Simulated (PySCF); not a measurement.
# How methods differ on the ionisation energy of He

He 1s2 (1S) → He⁺ 1s1 (2S), as a difference of total energies. Computed with PySCF 2.14 in aug-cc-pVDZ-DK, with scalar relativity by spin-free X2C-1e. Correlated levels: valence: nothing frozen. The calculations carry no spin-orbit coupling.

| method | ionisation energy (eV) |
| --- | --- |
| UHF | 23.438 |
| MP2 (valence) | 24.172 |
| SCS-MP2 (valence) | 24.319 |
| CCSD (valence) | 24.359 |

Task: How much does correlation contribute at MP2 (valence)?

Result: 24.172 − (23.438) = 0.734 eV, measured against UHF.

Errors of the correlated levels include the incompleteness of this basis.

With two correlated electrons CCSD is exact in that space.

For comparison: 24.587 eV (measured; NIST Atomic Spectra Database, ionization energies).
